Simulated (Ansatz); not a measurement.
## Pulling the pair apart

The pair of NH3 (SMILES N, atoms 1–4) and C2H4 (SMILES C=C, atoms 5–10), both closed shells, in one local arrangement (a lower one may exist), relaxed at PBE0-D4/def2-TZVP:

| atom | x (Å) | y (Å) | z (Å) |
| --- | --- | --- | --- |
| N1 | 0.0643 | -0.0084 | -2.2391 |
| H2 | -0.4124 | 0.8543 | -2.4717 |
| H3 | 0.8916 | -0.0574 | -2.8212 |
| H4 | -0.5424 | -0.7693 | -2.5190 |
| C5 | -0.5325 | 0.1036 | 2.0510 |
| C6 | 0.5348 | -0.1105 | 1.2971 |
| H7 | -0.4839 | 0.0917 | 3.1350 |
| H8 | -1.5050 | 0.3008 | 1.6112 |
| H9 | 0.4814 | -0.0975 | 0.2114 |
| H10 | 1.5041 | -0.3072 | 1.7454 |

C2H4 is shifted rigidly along the line between the mean atom positions of the two fragments (negative: closer). Counterpoise interaction energies in kcal/mol. Program: Ansatz 0.2.0. Basis: def2-TZVPPD. Cores are frozen in the correlated methods.

```csv
shift (Å),HF,r2SCAN-D4,PBE0-D4
-0.25,1.19,-0.45,-1.04
-0.12,0.40,-0.87,-1.40
0.00,-0.09,-1.07,-1.55
0.12,-0.38,-1.14,-1.57
0.30,-0.57,-1.11,-1.48
0.62,-0.61,-0.89,-1.16
1.24,-0.41,-0.49,-0.63
2.49,-0.15,-0.16,-0.18
```

(1) What does CCSD(T) give at these shifts? (Judge from chemistry; the value comes from the calculation.)

The T1 diagnostic stays at or below 0.010.

Answers

(1) The calculation gives: -0.33, -0.84, -1.10, -1.20, -1.19, -0.99, -0.55, -0.17 kcal/mol. For zero shift, CCSD(T) at an estimated basis limit (MP2 extrapolated from triple and quadruple zeta, plus CCSD(T) − MP2 in triple zeta) gives -1.26 kcal/mol. These are counterpoise interaction energies, counted from the two frozen fragments.

For scale, one of the runs: CCSD(T)/def2-TZVPPD, 230 basis functions, launched by `ansatz run in.yaml --threads 4 --pin off --events-out ev --progress --plain --max-ram 9574MiB`. Time: 54 s of wall clock on 4 CPU threads of an Arm Neoverse V1; the host was shared. Peak host memory: 4.1 GiB.
